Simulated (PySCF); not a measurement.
**HF: from constants to spectrum**

RHF-CCSD(T) constants of HF, ¹Σ⁺ (singlet), closed shell (basis H def2-TZVPP, F def2-TZVPP; no relativity; PySCF 2.14; masses 1.0078 and 18.9984 u):

```
ωe          : 4153.0 cm⁻¹
ωexe        : 87.9 cm⁻¹
Be          : 20.937 cm⁻¹
αe          : 0.787 cm⁻¹
De to H + F : 5.98 eV
```

(1) What force constant and bond length do these constants imply?

(2) Estimate the centrifugal constant D from the Kratzer relation and find the Dunham coefficient a1.

Correlated steps freeze 1 core orbital. Where the molecule has an RHF reference, its open-shell atoms are computed with UHF.

Results:

(1) Reduced mass μred = 0.95706 u; k = 5.8918×10⁻⁷·μred·ωe² (u, cm⁻¹, mdyn/Å) = 9.73 mdyn/Å; Re = √(16.8576/(μred·Be)) (u, cm⁻¹, Å) = 0.917 Å.

(2) D = 4Be³/ωe² = 0.00213 cm⁻¹; a1 = −1 − αeωe/(6Be²) = -2.24.
